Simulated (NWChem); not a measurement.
System: ethanethiol (C₂H₆S); SMILES CCS

NWChem input:

```
start job
memory heap 200 mb stack 900 mb global 1100 mb
geometry units angstroms noautosym nocenter noautoz
  C      0.370180    -1.632557    -0.058435
  C     -0.638469    -0.494412     0.042851
  S      0.098289     1.185168    -0.073008
  H     -0.144067    -2.616874    -0.042543
  H      1.083901    -1.613020     0.790826
  H      0.959605    -1.560473    -0.993944
  H     -1.357454    -0.524303    -0.801854
  H     -1.240617    -0.563695     0.972082
  H      0.846437     1.095741     1.063043
end
basis spherical
  C library 6-31g*
  S library 6-31g*
  H library 6-31g*
end
dft
  xc m06-2x
  iterations 150
end
cosmo
  do_cosmo_smd true
  solvent methanol
end
task dft energy
```

Excerpt of the output:

```
             Northwest Computational Chemistry Package (NWChem) 7.3.0
             --------------------------------------------------------

                             Geometry "geometry" -> ""
                             -------------------------

 Output coordinates in angstroms (scale by  1.889725989 to convert to a.u.)

  No.       Tag          Charge          X              Y              Z
 ---- ---------------- ---------- -------------- -------------- --------------
    1 C                    6.0000     0.37018000    -1.63255700    -0.05843500
    2 C                    6.0000    -0.63846900    -0.49441200     0.04285100
    3 S                   16.0000     0.09828900     1.18516800    -0.07300800
    4 H                    1.0000    -0.14406700    -2.61687400    -0.04254300
    5 H                    1.0000     1.08390100    -1.61302000     0.79082600
    6 H                    1.0000     0.95960500    -1.56047300    -0.99394400
    7 H                    1.0000    -1.35745400    -0.52430300    -0.80185400
    8 H                    1.0000    -1.24061700    -0.56369500     0.97208200
    9 H                    1.0000     0.84643700     1.09574100     1.06304300

 Effective nuclear repulsion energy (a.u.)     106.2792519582

                                 NWChem DFT Module
                                 -----------------

 Summary of "ao basis" -> "ao basis" (spherical)
 ------------------------------------------------------------------------------
       Tag                 Description            Shells   Functions and Types
 ---------------- ------------------------------  ------  ---------------------
 C                           6-31g*                  6       14   3s2p1d
 S                           6-31g*                  8       18   4s3p1d
 H                           6-31g*                  2        2   2s

 in cosmo_initialize ...
 calling solv_data for solv:methanol

 solvent parameters
 solvname_short: methanol
 solvname_long:  methanol
 dielec:       32.6130
 dielecinf:     1.7657
 nonaqueous SMD model solvent descriptors
 dielec:       32.6130
 sola:          0.4300
 solb:          0.4700
 solc:          0.0000
 solg:         31.7700
 solh:          0.0000
 soln:          1.3288

          ---------------
          -cosmo- solvent
          ---------------
 Cosmo: York-Karplus, doi: 10.1021/jp992097l
 dielectric constant -eps-     =  32.61
 screen = (eps-1)/(eps    )    =   0.96934
 surface charge correction     = lagrangian

[...]

                                COSMO-SMD solvation results
                                ---------------------------

             internal energy in gas <Psi(g)|H|Psi(g)> =      -477.917139307190
         internal energy in solvent <Psi(s)|H|Psi(s)> =      -477.916433896631
                               delta internal energy  =         0.000705410559 (    0.44 kcal/mol)
   total free energy in solvent <Psi(s)|H+V/2|Psi(s)> =      -477.922058126895
 polarization energy contribution <Psi(s)|V/2|Psi(s)> =        -0.005624230265 (   -3.53 kcal/mol)
    total free energy in solvent including G(SMD-CDS) =      -477.924157390840
                       G(SMD-CDS) energy contribution =        -0.002099263945 (   -1.32 kcal/mol)
     1 M fixed-concentration free energy of solvation =        -0.007018083650 (   -4.40 kcal/mol)

                       DFT Final Molecular Orbital Analysis
                       ------------------------------------

 Vector   15  Occ=2.000000D+00  E=-4.028816D-01
              MO Center= -9.7D-02, -7.9D-01,  3.3D-02, r^2= 2.9D+00
   Bfn.  Coefficient  Atom+Function         Bfn.  Coefficient  Atom+Function
  ----- ------------  ---------------      ----- ------------  ---------------
    19     -0.249343  2 C  pz                 5      0.232305  1 C  pz
    53      0.218766  7 H  s                 49      0.201039  5 H  s
    54      0.201876  7 H  s                 50      0.193096  5 H  s
    17     -0.175894  2 C  px                35      0.169809  3 S  px
     3      0.160398  1 C  px                23     -0.144866  2 C  pz

 Vector   16  Occ=2.000000D+00  E=-3.746092D-01
              MO Center= -3.5D-02,  3.9D-01, -7.3D-02, r^2= 3.3D+00
   Bfn.  Coefficient  Atom+Function         Bfn.  Coefficient  Atom+Function
  ----- ------------  ---------------      ----- ------------  ---------------
    36      0.438448  3 S  py                37     -0.267264  3 S  pz
    18     -0.237267  2 C  py                38      0.235597  3 S  s
     4      0.180814  1 C  py                40      0.180769  3 S  py
    32     -0.168553  3 S  py                34      0.168293  3 S  s
    22     -0.132118  2 C  py                47     -0.132079  4 H  s

 Vector   17  Occ=2.000000D+00  E=-2.932651D-01
              MO Center=  6.4D-02,  1.0D+00, -4.0D-02, r^2= 2.0D+00
   Bfn.  Coefficient  Atom+Function         Bfn.  Coefficient  Atom+Function
  ----- ------------  ---------------      ----- ------------  ---------------
    35      0.505189  3 S  px                37     -0.355754  3 S  pz
    39      0.334605  3 S  px                36     -0.256162  3 S  py
    41     -0.234030  3 S  pz                31     -0.190437  3 S  px
    40     -0.173116  3 S  py                33      0.134003  3 S  pz
     6     -0.116180  1 C  s                 56      0.115436  8 H  s

 Vector   18  Occ=0.000000D+00  E= 6.973761D-02
              MO Center=  6.5D-02,  8.8D-01,  1.7D-02, r^2= 3.4D+00
   Bfn.  Coefficient  Atom+Function         Bfn.  Coefficient  Atom+Function
  ----- ------------  ---------------      ----- ------------  ---------------
    20      1.079318  2 C  s                 58     -0.869525  9 H  s
    39      0.664571  3 S  px                40      0.625434  3 S  py
    41      0.498102  3 S  pz                22      0.412386  2 C  py
    56     -0.274216  8 H  s                 35      0.265881  3 S  px
    50     -0.229316  5 H  s                  6      0.223354  1 C  s

[...]
```

Level: M06-2X/6-31G* (spherical d), SMD on the gas-phase geometry. Structure relaxed at the PBE-D3(BJ)/def2-SVP level. Solvent: methanol.
